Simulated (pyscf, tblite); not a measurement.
•H₂Si–Cl + NH₃ → H₂N–SiH₂–Cl + H•: energy along the mass-weighted descent from the GFN2-xTB with spin polarisation saddle (tblite), relative to the relaxed reactant side, a complex of the molecules.

```
s (amu^1/2 bohr) | E (kcal/mol)
    -7.27 | ######### 1.5
    -6.97 | ######### 1.8
    -6.64 | ########## 2.2
    -6.24 | ########### 3.0
    -5.71 | ########### 4.0
    -4.08 | ############# 6.0
    -2.04 | ################ 8.9
    0.000 | ############################## 23.1
     2.04 | ### -4.8
     2.72 | # -6.8
     3.05 | # -7.4
     3.32 |  -7.7
     3.53 |  -7.8
     3.69 |  -7.9
     3.85 |  -7.9
```

The GFN2-xTB with spin polarisation barrier from the reactant side is 96.8 kJ/mol. What does ωB97X-D3(BJ) (PySCF) give from its own reactant-side minimum, in def2-SVP and in def2-TZVP?

134.9 kJ/mol in the double-zeta basis after reoptimising the saddle, and 120.0 kJ/mol in the triple-zeta single point, so the tight-binding barrier lies 23.2 kJ/mol under the latter. The imaginary mode goes from 1918i to 1916i cm⁻¹.
